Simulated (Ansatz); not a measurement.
A nudged elastic band was laid between two geometries of BH6N (8 atoms, charge 0, multiplicity 1).

Method: RKS B3LYP/def2-SVP (Ansatz).

```yaml
movable_images: 7
climbing_image: yes
spring: 5.0 eV/Å²
optimiser: quadratic models (default)
start_path: through a guess of the saddle point
force_threshold: 0.5 eV/Å
iteration_limit: 60
end_points: relaxed
```

First end point:

```xyz
8
Properties=species:S:1:pos:R:3
B 0.035 -0.121 0.159
H 0.242 0.640 1.094
H 0.936 -0.131 -0.668
H -1.076 0.004 -0.334
N 0.043 -1.634 0.824
H -0.133 -2.351 0.117
H 0.945 -1.844 1.260
H -0.677 -1.726 1.545
```

Last end point:

```xyz
8
Properties=species:S:1:pos:R:3
B 0.153 -0.597 -0.861
H -0.449 -0.317 3.462
H 1.153 0.013 -1.154
H -0.898 -0.404 -1.424
N 0.213 -1.549 0.154
H -0.583 -2.106 0.443
H 1.063 -1.771 0.660
H -0.336 -0.433 2.718
```

**Question.** What changes between the two ends?

**Answer.** Bonds broken: B1–H2, N5–H8. Bonds formed: H2–H8. BH6N becomes BH4N + H2.

**Question.** Give the energies along the band, and the barrier.

**Answer.** The run converged. The highest image is number 3 of 0 to 8, 1.69 eV above the first end and 1.73 eV above the last; the last end lies 0.04 eV below the first. The threshold of 0.5 eV/Å is loose, so the images may lie well off the minimum-energy path. Neighbouring images differ by up to 1.3 eV, so the band resolves the path poorly. The order of the stationary point at the top wasn't checked. The orbitals stay closed-shell, which can raise the energy where a bond breaks towards radicals; this wasn't checked here.

```tsv
image	path coordinate (Å)	energy (eV)	B1–H2 (Å)	N5–H8 (Å)	H2–H8 (Å)
0	0.00	0.00	1.22	1.02	2.58
1	0.67	0.06	1.22	1.02	2.37
2	1.35	0.41	1.24	1.02	1.77
3	2.02	1.69	1.41	1.38	1.02
4	2.79	0.48	2.10	2.12	0.76
5	3.56	0.06	2.84	2.64	0.76
6	4.33	-0.02	3.53	2.87	0.76
7	5.10	-0.04	3.99	2.87	0.76
8	5.87	-0.04	4.37	2.85	0.76
```

**Question.** What is the geometry of the highest image?

**Answer.** 
```xyz
8
Properties=species:S:1:pos:R:3
B 0.029 -0.339 0.076
H -0.225 0.326 1.292
H 1.058 0.156 -0.319
H -0.996 -0.153 -0.537
N 0.135 -1.789 0.692
H -0.563 -2.495 0.480
H 1.055 -2.186 0.855
H -0.177 -0.684 1.458
```

The band took 10 iterations and of the order of 70 core-seconds.

Time of the run: 71 s on 1 thread of Arm Neoverse V2 (shared host), peak memory 0.1 GiB.
